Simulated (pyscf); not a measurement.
H₂N–GaH₂ (SMILES [NH2][GaH2]) + HO–SiH₃ (SMILES O[SiH3]) → H₂N–GaH–O–SiH₃ (SMILES [NH2][GaH][O][SiH3]) + H₂ (SMILES [H][H]), a four-centre exchange (singlet surface; Ga–H, H–O broken, Ga–O, H–H formed). Optimised with ωB97X-D3(BJ)/def2-SVP in PySCF. Energies in eV from the separated reactants.

Small-basis levels: PySCF, no dispersion term, spherical d functions. AM1 to PM7: differences of heats of formation from MOPAC. Cost: rough CPU time at the saddle relative to B3LYP/6-31G*+LANL2DZ, from one job on a shared machine.

| level | barrier | reaction energy | cost |
|---|---|---|---|
| HF/STO-3G | 1.48 | -0.57 | 0.08 |
| PBE/6-31G*+LANL2DZ | 0.32 | -0.86 | 1 |
| B3LYP/STO-3G | 0.71 | -1.17 | 0.9 |
| B3LYP/6-31G*+LANL2DZ | 0.52 | -0.92 | 1 |
| M06-2X/6-31G*+LANL2DZ | 0.41 | -1.02 | 2 |
| AM1 | 1.06 | +0.50 | under 0.02 |
| PM3 | 0.41 | -1.13 | under 0.02 |
| ωB97M-D3(BJ)/def2-TZVP | 0.62 | -0.58 | – |

Against the last row the barrier runs from -0.30 (PBE/6-31G*+LANL2DZ) to +0.86 eV (HF/STO-3G). ωB97M-D3(BJ)/def2-TZVP has limits of its own. On the reactant side the descent ends in an adduct with a Ga–O contact, 0.44 eV under the separated species and 0.95 eV under the saddle at ωB97X-D3(BJ)/def2-TZVP. What is counted as formed (Ga–O) is already present as a longer contact in the reactant adduct; forming that adduct is a step of its own. At the saddle there is also a short Ga–H contact that neither side keeps. At ωB97X-D3(BJ) the barrier from the zero used here is 0.51 eV. The same reactants have a lower exit, to NH₃ + H₃Si–O–GaH₂ (highest point, the separated products, at -0.34 eV at ωB97M-D3(BJ), against +0.62 eV here). This is the saddle that the search found; another between the same sides may lie lower. In the def2 sets elements up to Kr have no core potential.
